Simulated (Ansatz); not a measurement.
Working through a ranking of conformers of C4H8O, SMILES CCC1CO1

With Ansatz's Python interface.

The cells in order, each with its output:

```python
import ansatz as az
from rdkit import Chem
from rdkit.Chem import AllChem
```

```python
rd = Chem.AddHs(Chem.MolFromSmiles('CCC1CO1'))
ids = list(AllChem.EmbedMultipleConfs(rd, numConfs=20, randomSeed=306, pruneRmsThresh=0.4))
field = [energy for _, energy in AllChem.MMFFOptimizeMoleculeConfs(rd)]
distinct = {round(e, 2): i for i, e in zip(ids, field)}
chosen = sorted(distinct.items())[:5]
found = []
for force_field, index in chosen:
    c4h8o = az.Crystal.molecule()
    for atom, xyz in zip(rd.GetAtoms(), rd.GetConformer(index).GetPositions()):
        c4h8o = c4h8o.atom(atom.GetSymbol(), xyz.round(5).tolist())
    job = (
        c4h8o.calculation()
        .basis(gaussian='6-31G*')
        .functional('b3lyp', dispersion='d4')
    )
    found.append(job.run(threads=1, backend='cpu').report['free_energy_ev'])
print('conformer   MMFF (kcal/mol)   this level (eV)')
for (force_field, index), e in zip(chosen, found):
    print(f'{index:9d} {force_field - chosen[0][0]:17.2f} {(e - min(found)):17.3f}')
```

    conformer   MMFF (kcal/mol)   this level (eV)
            5              0.00             0.012
            3              0.13             0.000
            1              2.38             0.039

The conformers keep their force-field geometries. b3lyp holds the VWN-RPA fit, as in Gaussian; the form of ORCA and Turbomole is b3lyp5. Run time: 10 s on 1 thread of AMD EPYC 7R43 64-Core Processor (Zen 3) (shared host), peak memory 0.3 GiB.

(Lines on the test bed's own set-up are left out of the output.)
